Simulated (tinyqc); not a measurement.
Ways to converge the cycle: SCF convergence aids in the sto-6g basis, for BH2, spin multiplicity 2. Computed by the program tinyqc with PySCF. UHF with one setting changed at a time; a run stops when the energy changes by less than 1e-09 hartree and the error matrix is below 1e-5. The start is random orbitals. Damping d keeps d of the old density; a shift (hartree) raises the virtual levels; DIIS n extrapolates F over n matrices.

Geometry (angstrom):

| atom | x | y | z |
|---|---|---|---|
| B | 0.0000 | 0.0000 | 0.0000 |
| H | 0.0000 | 1.3120 | 0.5730 |
| H | 0.0000 | -1.3120 | 0.5730 |

lowest solution found by these runs and by PySCF with stability checks = -25.595296 hartree

Largest element of the error matrix X^T (FDS - SDF) X:

| iteration | plain | damping 0.3 | damping 0.6 | shift 0.4 | DIIS 3 | DIIS 8 |
|---|---|---|---|---|---|---|
| 1 | 2.6e+00 | 2.6e+00 | 2.6e+00 | 2.6e+00 | 2.6e+00 | 2.6e+00 |
| 2 | 2.3e-01 | 7.4e-01 | 1.5e+00 | 2.0e-01 | 2.3e-01 | 2.3e-01 |
| 3 | 1.4e-01 | 2.6e-01 | 9.0e-01 | 1.2e-01 | 1.4e-01 | 1.4e-01 |
| 4 | 3.4e-02 | 9.4e-02 | 5.5e-01 | 9.2e-02 | 6.9e-02 | 6.9e-02 |
| 5 | 2.4e-02 | 4.9e-02 | 3.4e-01 | 6.8e-02 | 2.3e-02 | 2.7e-02 |
| 6 | 2.3e-02 | 3.0e-02 | 2.1e-01 | 4.5e-02 | 2.2e-02 | 2.2e-02 |
| 8 | 2.0e-02 | 2.3e-02 | 8.4e-02 | 2.7e-02 | 1.7e-02 | 1.6e-02 |
| 10 | 1.7e-02 | 2.1e-02 | 3.4e-02 | 2.5e-02 | 3.3e-03 | 3.0e-03 |
| 14 | 1.1e-02 | 1.7e-02 | 2.3e-02 | 2.4e-02 | 2.4e-04 | 6.1e-05 |
| 20 | 5.9e-03 | 1.1e-02 | 2.0e-02 | 1.9e-02 | 4.7e-06 | - |
| 30 | 1.9e-03 | 5.3e-03 | 1.4e-02 | 1.1e-02 | - | - |
| 45 | 3.4e-04 | 1.6e-03 | 7.3e-03 | 4.6e-03 | - | - |
| 60 | 6.2e-05 | 5.0e-04 | 3.8e-03 | 1.8e-03 | - | - |

How each run ends:

| run | iterations | E (hartree) | state |
|---|---|---|---|
| plain | >60 | -25.59530 | falls steadily but slowly, by a factor of about 0.89 a step |
| damping 0.3 | >60 | -25.59529 | falls steadily but slowly, by a factor of about 0.92 a step |
| damping 0.6 | >60 | -25.59491 | falls steadily but slowly, by a factor of about 0.96 a step |
| shift 0.4 | >60 | -25.59522 | falls steadily but slowly, by a factor of about 0.94 a step |
| DIIS 3 | 20 | -25.59530 | lowest found |
| DIIS 8 | 17 | -25.59530 | lowest found |

What does the comparison show, and why?

2 of 6 runs reach the lowest solution found, in 17 to 20 iterations (fastest: DIIS 8). Not converged: plain, damping 0.3, damping 0.6, shift 0.4. DIIS 3 and DIIS 8 gain by cancelling the error over several earlier matrices, much as a quasi-Newton step does.
